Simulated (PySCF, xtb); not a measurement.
Li2, SMILES [Li][Li].

Harmonic wavenumbers (cm⁻¹) from GFN2-xTB in xtb at its own minimum, in rising order: 388.

What does PBE-D3(BJ)/def2-TZVPD run with PySCF give at its own minimum? (An estimate is asked for; the answer gives what the named calculation found.)

322. Paired by order, the mean absolute difference is 66 cm⁻¹ and the zero-point energies are 0.6 and 0.5 kcal/mol.
